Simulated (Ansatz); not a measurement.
## B₂ (charge +1): vertical energies of changing the electron count, step by step

Computed with Ansatz 0.2.0, Python API.

At the Python prompt:
```pycon
>>> import ansatz as az
>>> def energy_of(molecule, charge=0, unpaired=0):
...     calc = (
...         molecule.calculation()
...         .basis(gaussian="aug-cc-pVDZ")
...         .functional("pbe", dispersion="d4")
...     )
...     if charge:
...         calc = calc.charge(charge)
...     if unpaired:
...         calc = calc.spin("collinear", total=unpaired)
...     return calc.run(threads=1, backend="cpu").report["free_energy_ev"]
...
>>> GEOMETRY = """
... B     0.00000    0.00000    0.00000
... B     0.00000    0.00000    1.73000
... """
>>> geometry = az.Crystal.molecule()
>>> for line in GEOMETRY.strip().splitlines():
...     symbol, *xyz = line.split()
...     geometry = geometry.atom(symbol, [float(v) for v in xyz])
...
>>> parent = energy_of(geometry, 1, 1)
>>> cation = energy_of(geometry, 2, 0)
>>> print(f"E(N)   = {parent:.5f} eV")
E(N)   = -1333.06028 eV
>>> print(f"E(N-1) = {cation:.5f} eV  (0 unpaired)")
E(N-1) = -1315.08907 eV  (0 unpaired)
>>> print(f"vertical ionisation energy {cation - parent:.3f} eV")
vertical ionisation energy 17.971 eV
>>> other = energy_of(geometry, 2, 2)
>>> print(f"to the state with 2 unpaired electrons: {other - parent:.3f} eV")
to the state with 2 unpaired electrons: 18.384 eV
>>> anion = energy_of(geometry, 0, 0)
>>> print(f"E(N+1) = {anion:.5f} eV  (0 unpaired)")
E(N+1) = -1341.45341 eV  (0 unpaired)
>>> print(f"vertical electron affinity {parent - anion:.3f} eV" + ("" if anion < parent else " (unbound in this basis)"))
vertical electron affinity 8.393 eV
>>> print(f"fundamental gap IP - EA = {cation + anion - 2 * parent:.3f} eV")
fundamental gap IP - EA = 9.578 eV
```

These settings explore the input space; basis and method may be short of convergence. The geometry is a force-field or estimated start, not a minimum of this method, and the basis set is short of its limit. All parts are taken at fixed geometry, without zero-point energy. At an unrelaxed start these energies can be a whole eV from those at the minimum, and a small affinity can change sign. The species is open-shell (spin multiplicity 2). The expectation value of S² is noticeably off S(S+1) in at least one run, so that state is spin-contaminated. Only the spin states typed were run; another state of an ion can lie lower, by up to an eV or two. The spin state was assumed, and another may lie lower. Wall time of the script: 6.8 s on 1 thread of Arm Neoverse V2, on a shared host, peak memory 0.13 GiB.
